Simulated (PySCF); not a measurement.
**State search for OF⁺**

Unrestricted PBE0; O cc-pVDZ, F cc-pVDZ; no relativity (PySCF 2.14). Outer shells of the fragments: O+ 2s2 2p3; F 2s2 2p5.

Followed along the bond (rough minima from three points):

```tsv
2Ms+1	unpaired	⟨S²⟩ at the start	R at minimum (Å)	Te (eV)
3	π ↑↑	2.01	1.22	0.00
1	π ↑↓	1.00	1.22	0.59
5	σ ↑, π ↑↑↑	6.00	none in the scan	≤ 5.80
```

Solutions found at the starting distance of 1.315 Å, counted from the lowest of them; the search is not exhaustive and high or unbound solutions are not listed, so other states can lie among these:

| 2Ms+1 | unpaired | term | E (eV) | ⟨S²⟩ | ⟨Lz²⟩ | μ (D) |
| --- | --- | --- | --- | --- | --- | --- |
| 3 | π ↑↑ | ³Σ⁻ | 0.00 | 2.01 | 0.00 | -1.18 |
| 1 | π ↑↓ | mixed | 0.60 | 1.00 | 2.01 | -1.07 |
| 1 | none | mixed | 2.31 | 0.00 | 2.00 | -0.81 |
| 3 | π ↑↑ | mixed | 5.20 | 2.00 | 2.00 | 0.59 |
| 3 | σ ↑, π ↑ | ³Π | 6.63 | 2.01 | 1.00 | -0.78 |
| 3 | σ ↑, π ↑ | mixed | 6.73 | 2.42 | 1.01 | -0.90 |

A term symbol is given only where ⟨S²⟩ and ⟨Lz²⟩ are close to those of a pure state; real π, δ and φ orbitals otherwise mix terms. A positive dipole points towards F; it is taken about the centre of mass and depends on that origin.

Counting both spins, an empty level lies below a filled one in some of these solutions, because spin and occupation are held.
